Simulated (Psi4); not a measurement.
Psi4 input (wB97X-D/6-31G*):

```
memory 1500 MB

molecule {
0 3
Li   -0.00000000   -0.00000000   -1.17116215
F     0.00000000    0.00000000    0.39038738
symmetry c1
no_reorient
no_com
}

set {
  basis 6-31G*
  reference uks
  scf_type pk
  dft_radial_points 99
  dft_spherical_points 590
  e_convergence 1e-8
  d_convergence 1e-7
  maxiter 150
}

e = energy('wb97x-d')
print_out(f'\nFINAL {e:.10f} DIPOLE {variable("CURRENT DIPOLE")[0]:.6f} {variable("CURRENT DIPOLE")[1]:.6f} {variable("CURRENT DIPOLE")[2]:.6f}\n')
```

From the last part of the output:

```
      29A      1.926005    30A      4.011857

    Beta Occupied:

       1A    -25.021915     2A     -2.110959     3A     -1.360438
       4A     -0.658930     5A     -0.644172

    Beta Virtual:

       6A     -0.288154     7A      0.129774     8A      0.194944
       9A      0.219907    10A      0.230114    11A      0.286393
      12A      0.311549    13A      0.334412    14A      0.409671
      15A      0.669952    16A      0.677822    17A      0.738698
      18A      0.767172    19A      0.830051    20A      1.205841
      21A      1.325545    22A      1.356540    23A      1.364662
      24A      1.748324    25A      1.828181    26A      1.834568
      27A      1.844126    28A      1.950474    29A      1.954292
      30A      4.065937

    Final Occupation by Irrep:
              A
    DOCC [     5 ]
    SOCC [     2 ]
    NA   [     7 ]
    NB   [     5 ]

  @UKS Final Energy:  -107.15314655465315

   => Energetics <=

    Nuclear Repulsion Energy =              9.1497479994054363
    One-Electron Energy =                -166.0032388139792374
    Two-Electron Energy =                  58.2776509151418409
    DFT Exchange-Correlation Energy =      -8.5771788171630607
    Empirical Dispersion Energy =          -0.0001278380581347
    VV10 Nonlocal Energy =                  0.0000000000000000
    Total Energy =                       -107.1531465546531621

  UHF NO Occupations:
  HONO-2 :    5  A 1.9996152
  HONO-1 :    6  A 1.0000000
  HONO-0 :    7  A 1.0000000
  LUNO+0 :    8  A 0.0003848
  LUNO+1 :    9  A 0.0000958
  LUNO+2 :   10  A 0.0000824
  LUNO+3 :   11  A 0.0000040

Computation Completed

Properties will be evaluated at   0.000000,   0.000000,   0.000000 [a0]

Properties computed using the SCF density matrix

 Multipole Moments:

 ------------------------------------------------------------------------------------
     Multipole            Electronic (a.u.)      Nuclear  (a.u.)        Total (a.u.)
 ------------------------------------------------------------------------------------

 L = 1.  Multiply by 2.5417464519 to convert [e a0] to [Debye]
 Dipole X            :         -0.0000000            0.0000000           -0.0000000
 Dipole Y            :         -0.0000000            0.0000000           -0.0000000
 Dipole Z            :          1.3480212           -0.0000001            1.3480211
 Magnitude           :                                                    1.3480211

 ------------------------------------------------------------------------------------

FINAL -107.1531465547 DIPOLE -0.000000 -0.000000 1.348021

*** Psi4 exiting successfully. Buy a developer a beer!
```
